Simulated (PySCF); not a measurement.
**Spin-Hamiltonian simulation**

Molecule: SMILES C/C=N\O, C$_{2}$H$_{5}$NO.

Molfile (atoms numbered from 1):
```
C2H5NO
     RDKit          3D

  9  8  0  0  0  0  0  0  0  0999 V2000
   -0.9953   -0.2682    0.3719 C   0  0  0  0  0  0  0  0  0  0  0  0
   -0.0478    0.7631   -0.1279 C   0  0  0  0  0  0  0  0  0  0  0  0
    1.1578    0.6097   -0.4901 N   0  0  0  0  0  0  0  0  0  0  0  0
    1.5892   -0.7045   -0.3892 O   0  0  0  0  0  0  0  0  0  0  0  0
   -0.5109   -1.2341    0.4918 H   0  0  0  0  0  0  0  0  0  0  0  0
   -1.8323   -0.3756   -0.3246 H   0  0  0  0  0  0  0  0  0  0  0  0
   -1.4180    0.0455    1.3300 H   0  0  0  0  0  0  0  0  0  0  0  0
   -0.3884    1.7922   -0.2125 H   0  0  0  0  0  0  0  0  0  0  0  0
    2.5010   -0.6468   -0.6854 H   0  0  0  0  0  0  0  0  0  0  0  0
  1  2  1  0
  2  3  2  0
  3  4  1  0
  1  5  1  0
  1  6  1  0
  1  7  1  0
  2  8  1  0
  4  9  1  0
M  END
```

[PySCF: couplings computed with B3LYP/pcJ-2; GIAO PBE0/pcSseg-2 shieldings; geometry from PBE0-D3(BJ)/def2-TZVP; no solvent model; rapidly exchanging positions averaged; one conformer; non-relativistic]

References, each an isolated molecule treated in the same way: ¹H against TMS.

The 4-spin Hamiltonian (Zeeman plus full scalar coupling among like nuclei) was diagonalised exactly; lines are Lorentzian, 0.5 Hz wide, and the maxima above 3 % are listed with the tallest set to 100.

Peak list at 600 MHz for the spins H5/H6/H7/H8:
δ in ppm (height): 6.787 (8), 6.776 (25), 6.764 (25), 6.753 (8), 1.926 (100), 1.914 (100)

Extract the chemical shifts and coupling constants behind this pattern (give the signs of the calculation).

Results:


Shifts (ppm): H5/H6/H7 1.92, H8 6.77.
Couplings (Hz): H5–H6, H5–H7, H6–H7: -16.3; H5–H8, H6–H8, H7–H8: 6.9.
These are the parameters used. A line list fixes at most the relative signs, and those only where coupling is strong; other parameter sets or atom labellings may fit too, and couplings well below the line width leave little trace. Couplings within a CH3 group never show.

OH and NH positions are those of a molecule without intermolecular hydrogen bonds; in solution they move with solvent, concentration and temperature, and exchange usually removes their couplings.
